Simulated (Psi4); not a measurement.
**AlNH2Cl (SMILES [NH2][Al][Cl]), step by step**

Aim: a structure relaxation (U-wB97X-D/def2-SVP), then the harmonic vibrations of AlNH2Cl. 

The results are computed with Psi4 1.11.

### Step 1. The structure to begin with

AlNH2Cl: 5 atoms, total charge 0, spin state doublet. As SMILES, `[NH2][Al][Cl]`. Geometry: relaxed at PBE0-D4/def2-TZVP. This is one conformer, not always the lowest. The run starts from this shape.

Bond lengths: N1–Al2 1.765 Å, Al2–Cl3 2.116 Å, N1–H4 1.007 Å, N1–H5 1.009 Å. Angles: N1–Al2–Cl3 116.7°, Al2–N1–H4 124.9°, Al2–N1–H5 124.1°, H4–N1–H5 111.0°.

### Step 2. A structure relaxation at U-wB97X-D/def2-SVP (density fitting) (run 1)

Contents of input.inp:

```
memory 1.6 GB

molecule {
  0 2
  N
  Al 1 1.764931
  Cl 2 2.116054 1 116.66369
  H 1 1.006777 2 124.89908 3 179.97292
  H 1 1.008829 4 110.96273 2 179.98219
}

set {
  reference uks
  geom_maxiter 60
}

energy_value, wavefunction = opt("wb97x-d/def2-SVP", return_wfn=True)
```

The run is started by

```
$ psi4 -n 1 input.inp input.out
```

input.out:

```text
[...]
  Running in c1 symmetry.
[...]
  Nuclear repulsion =  119.524170795089432
[...]
  Multiplicity = 2
[...]
  Nalpha       = 20
  Nbeta        = 19
[...]
    Number of basis functions: 60
[...]
   @DF-UKS iter   1:  -758.13252999752115   -4.14592e-01   1.16597e-02 DIIS/ADIIS
[...]
   @DF-UKS iter   7:  -758.35568962147352   -4.43379e-12   7.74376e-09 DIIS
[...]
   @S^2 Observed:                7.515430592E-01
[...]
    Orbital Energies [Eh]
    ---------------------
    Alpha Occupied:
       1A   -101.647627     2A    -56.200444     3A    -14.425298
       4A     -9.555759     5A     -7.306635     6A     -7.301700
       7A     -7.301587     8A     -4.271919     9A     -2.815122
      10A     -2.813915    11A     -2.810552    12A     -0.919465
      13A     -0.888234    14A     -0.567766    15A     -0.531660
      16A     -0.456102    17A     -0.400969    18A     -0.397390
      19A     -0.349176    20A     -0.284005
    Alpha Virtual:
      21A      0.039704    22A      0.108250    23A      0.114902
      24A      0.191265    25A      0.201716    26A      0.207320
[...]
  @DF-UKS Final Energy:  -758.35568962147352
   => Energetics <=
    Nuclear Repulsion Energy =            118.9049048889431646
    One-Electron Energy =               -1285.2626956087001417
    Two-Electron Energy =                 447.4908878228104072
    DFT Exchange-Correlation Energy =     -39.4879637043137919
    Empirical Dispersion Energy =          -0.0008230202130236
    VV10 Nonlocal Energy =                  0.0000000000000000
    Total Energy =                       -758.3556896214734024
[...]
 Multipole Moments:
 ------------------------------------------------------------------------------------
     Multipole            Electronic (a.u.)      Nuclear  (a.u.)        Total (a.u.)
 ------------------------------------------------------------------------------------
 L = 1.  Multiply by 2.5417464519 to convert [e a0] to [Debye]
 Dipole X            :         -0.0000014            0.0000085            0.0000071
 Dipole Y            :         -1.0909163            1.7569397            0.6660234
 Dipole Z            :          4.5355337           -5.2755927           -0.7400590
 Magnitude           :                                                    0.9956277
[...]
  -Total Gradient:
     Atom            X                  Y                   Z
    ------   -----------------  -----------------  -----------------
       1       -0.000000128570    -0.000052182891     0.000058379303
       2        0.000000187161    -0.000078082727     0.000147074826
       3       -0.000000105722    -0.000075990131     0.000077907249
       4       -0.000000118304    -0.000013689116     0.000151674392
       5        0.000000134155    -0.000010323277     0.000099793625
[...]
    Final optimized geometry and variables:
    Molecular point group: c1
    Full point group: C1
    Geometry (in Angstrom), charge = 0, multiplicity = 2:
    N
    AL            1    1.770938
    CL            2    2.128662      1  116.632980
    H             1    1.013877      2  125.209283      3  179.999169
    H             1    1.016033      4  110.446846      2 -179.999462
    Psi4 run time: 0:00:23.29
[...]
```

On the terminal:

```text
Optimizer: Optimization complete!
```

It took 25 s on 1 thread of Intel Xeon Platinum 8375C at 2.90GHz (Ice Lake), shared host; peak memory 0.43 GiB.

Steps, from the record of the run:

```csv
step,energy from the first frame kept (eV),largest force (eV/Å)
0,0.0000,0.3384
1,-0.0043,0.0665
2,-0.0046,0.0264
3,-0.0046,0.0086
```

After the run. Bond lengths: N1–Al2 1.771 Å, Al2–Cl3 2.129 Å, N1–H4 1.014 Å, N1–H5 1.016 Å. Angles: N1–Al2–Cl3 116.6°, Al2–N1–H4 125.2°, Al2–N1–H5 124.3°, H4–N1–H5 110.4°.

### Step 3. The harmonic vibrations at U-wB97X-D/def2-SVP (density fitting) (run 2)

Contents of alclh2n.in:

```
memory 1600 MB

molecule {
  0 2
  N     -0.555770     0.467206    -0.233192
  Al     0.399470    -0.288658     1.052268
  Cl     1.912552    -1.654672     0.439253
  H     -1.305737     1.134087    -0.089088
  H     -0.424779     0.289187    -1.224894
}

set globals {
  basis def2-SVP
  reference uks
  t 298.15
  rotational_symmetry_number 1
}

frequencies("wb97x-d")
print_variables()
```

The run is started by

```
$ psi4 -n 1 alclh2n.in alclh2n.out
```

alclh2n.out (excerpt; [...] marks lines left out):

```text
[...]
  Running in c1 symmetry.
[...]
  Nuclear repulsion =  118.904918373135445
[...]
  Multiplicity = 2
[...]
  Nalpha       = 20
  Nbeta        = 19
[...]
    Number of basis functions: 60
[...]
   @DF-UKS iter   1:  -758.13327332078632   -4.33610e-01   1.16238e-02 ADIIS/DIIS
[...]
   @DF-UKS iter  13:  -758.35568630080058   -6.82121e-12   7.24363e-09 DIIS
[...]
   @S^2 Observed:                7.515440491E-01
[...]
  @DF-UKS Final Energy:  -758.35568630080058
   => Energetics <=
    Nuclear Repulsion Energy =            118.8954500623051587
    One-Electron Energy =               -1285.2458319950872010
    Two-Electron Energy =                 447.4828141735870872
    DFT Exchange-Correlation Energy =     -39.4872949828821049
    Empirical Dispersion Energy =          -0.0008235587235289
    VV10 Nonlocal Energy =                  0.0000000000000000
    Total Energy =                       -758.3556863008005848
[...]
 Multipole Moments:
[...]
  -Total Gradient:
     Atom            X                  Y                   Z
    ------   -----------------  -----------------  -----------------
       1       -0.000042334557     0.000123467807     0.001362971404
       2        0.000091234895    -0.000072930730     0.000089211489
       3        0.000075751997    -0.000067630336    -0.000004337881
       4       -0.000064038982     0.000074587183     0.000312008393
       5        0.000349324293    -0.000402409627    -0.001525931221
[...]
  ==> Harmonic Vibrational Analysis <==
[...]
  Freq [cm^-1]                 181.2903            331.6172            425.8367
[...]
  IR activ [km/mol]             5.9729             48.7440             142.6879
[...]
  Freq [cm^-1]                 492.8549            653.2304            826.9750
[...]
  IR activ [km/mol]            46.4972             87.2147             91.6698
[...]
  Freq [cm^-1]                1518.7506           3605.2172           3708.3447
[...]
  IR activ [km/mol]            44.3758             28.7072             42.2966
[...]
  Total E_0, Enthalpy at 0 [K]                                                         -758.32893453 [Eh]
[...]
  Total H, Enthalpy at  298.15 [K]                                                     -758.32346211 [Eh]
[...]
  Total G, Gibbs energy at  298.15 [K]                                                 -758.35693677 [Eh]
[...]
```

Standard output:

```text
Warning: used thermodynamics relations inappropriate for low-frequency modes: ['181.2903' '331.6172' '425.8367' '492.8549']
```

Wall time 2.6 min (1 thread of Intel Xeon Platinum 8375C at 2.90GHz (Ice Lake), shared host); peak memory 0.42 GiB.

### Step 4. Results

| quantity | value |
| --- | --- |
| run 1, U-wB97X-D/def2-SVP: total energy at the end | -758.35569 Eh |
| run 1, U-wB97X-D/def2-SVP: dipole moment | 2.53 D |
| run 1, U-wB97X-D/def2-SVP: HOMO energy (highest over α and β) | -7.73 eV |
| run 1, U-wB97X-D/def2-SVP: LUMO energy (lowest over α and β) | -1.57 eV |
| run 1, U-wB97X-D/def2-SVP: dispersion energy | -2.16 kJ/mol |
| run 1, U-wB97X-D/def2-SVP: ⟨S²⟩ | 0.752 |
| run 2, U-wB97X-D/def2-SVP: lowest harmonic wavenumber | 181 cm⁻¹ |
| run 2, U-wB97X-D/def2-SVP: highest harmonic wavenumber | 3708 cm⁻¹ |
| run 2, U-wB97X-D/def2-SVP: zero-point energy | 70.2 kJ/mol |
| run 2, U-wB97X-D/def2-SVP: ideal-gas entropy at 298.15 K (symmetry number 1 as used) | 70.5 cal/(mol K) |

In words: The optimisation (run 1, U-wB97X-D/def2-SVP) took 4 steps and changed the energy by -0.005 eV. All 9 modes (run 2, U-wB97X-D/def2-SVP) are real, so the shape is a minimum at this level.
